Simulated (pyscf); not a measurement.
This saddle point was located with ωB97X-D3(BJ)/def2-SVP in PySCF.

```
B
F 1 1.3754
F 1 1.3754 2 117.88
H 1 1.2737 2 108.68 3 124.14
C 4 1.7070 1 76.24 2 115.22
C 5 1.3915 4 106.13 1 0.00
H 6 1.0914 5 119.78 4 -98.44
H 6 1.0914 7 118.29 5 163.34
H 5 1.0940 6 121.14 7 0.44
H 5 1.0940 9 115.47 4 88.50
```

Surface: singlet, charge 0. Lowest wavenumbers (cm⁻¹): 724i, 153, 312, 367, 468.

### Question
Which two sides does it connect, and which bonds change?

### Answer
F–BH–F (SMILES FBF) + H₂C=CH₂ (SMILES C=C) ⇌ H₃C–CH₂–B(F)–F (SMILES CCB(F)F), an addition across a multiple bond or ene-type step read from left to right: B–H broken and B–C, C–H formed. At CCSD(T)/def2-TZVPP + ΔMP2(QZVPP) it lies +26.3 kcal/mol from the left side and +62.1 kcal/mol from the right (each side as separated species at their lowest minima found). At the saddle there is also a short B–C contact that neither side keeps. One saddle was located; it need not be the lowest between these sides. The CCSD(T) − MP2 part came from Ansatz, without density fitting, on the same reference.
